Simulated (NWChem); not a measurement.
# Total energies of propene (C3H6)

```xyz
9

C      0.2514     1.2161     0.0000
C     -0.4594    -0.0966     0.0000
C      0.1256    -1.2953     0.0000
H     -0.0241     1.8172    -0.8830
H     -0.0241     1.8172     0.8830
H      1.3441     1.0885     0.0000
H     -1.5565    -0.0506     0.0000
H      1.2160    -1.3996     0.0000
H     -0.4609    -2.2178     0.0000
```
Charge 0, spin multiplicity 1.

All runs are NWChem calculations. Structure: optimised with PBE0/def2-SVP, a minimum by its harmonic frequencies.

Basis set: def2-SVP (72 functions).

| method | total energy (Ha) |
|---|---|
| RHF | -116.98940 |
| MP2 | -117.40708 |
| B2PLYP | -117.67319 |
| PBE | -117.64619 |
| B3LYP | -117.82302 |
| PBE0 | -117.66919 |
| CCSD(T) | -117.46379 |

Total energies of different functionals aren't comparable as a measure of quality: only differences taken within one method are. 

The correlated methods keep 3 core orbitals frozen. B3LYP has NWChem's definition, with VWN1-RPA local correlation. No row is a measurement; the coupled-cluster row has its own basis-set and correlation limits.
